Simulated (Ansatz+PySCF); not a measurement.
Results of a calculation; reference values are marked as such.
# Several solutions for singlet C2

```xyz
2

C     0.0000    0.0000   -0.9421
C     0.0000    0.0000    0.9421
```

Basis set: cc-pVDZ (spherical functions). Charge 0, multiplicity 1.

ωB97X (unrestricted) was run from several starts with Ansatz (development build ahead of 0.2.0) and PySCF 2.14.0.

| run | program | start | converged | energy (hartree) | <S²> |
| --- | --- | --- | --- | --- | --- |
| A | Ansatz | atomic start, no search | yes | -75.74039 | 0.00 |
| B | Ansatz | stability test followed | yes | -75.76517 | 1.01 |
| C | PySCF | program defaults | yes | -75.74039 | 0.00 |
| D | PySCF | guess minao, instabilities followed | yes | -75.76516 | 1.01 |
| E | Ansatz | search for the lowest state | yes | -75.76517 | 1.01 |

(1) Which runs reached the lowest solution of this kind, and what is wrong with the others?

Results:

(1) B, D, E reached the lowest solution found. Converged but too high: A by 0.67 eV, C by 0.67 eV. Convergence only shows a stationary point, and even a stable one can lie too high; stability tests and further starts are what find lower ones. Caution: the unrestricted determinant is a mixture of spin states. Caution: the determinant breaks the point group.
